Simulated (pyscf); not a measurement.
Thermochemistry of product channels of H₂B–Cl (SMILES BCl) on the singlet surface, in eV, from ωB97M-D3(BJ)/def2-TZVP energies (ideal gas, 1 atm, RRHO with modes under 100 cm⁻¹ raised to 100, one conformer, R ln 2 for rigid chiral ones). Structures and frequencies: ωB97X-D3(BJ)/def2-SVP in PySCF.

| products | ΔE | ΔH(298 K) | ΔG(298 K) | ΔG(600 K) |
|---|---|---|---|---|
| B–Cl (SMILES [B]Cl) [singlet] + H₂ (SMILES [H][H]) | [?] | +2.74 | +2.41 | +2.04 |
| BH (SMILES [BH]) [singlet] + HCl (SMILES Cl) | [?] | +4.56 | +4.18 | +3.77 |

### Question
What belongs in the gaps?

### Answer

- B–Cl (SMILES [B]Cl) [singlet] + H₂ (SMILES [H][H]), ΔE: +2.92
- BH (SMILES [BH]) [singlet] + HCl (SMILES Cl), ΔE: +4.73

These are energies of the channels, which say nothing of barriers.
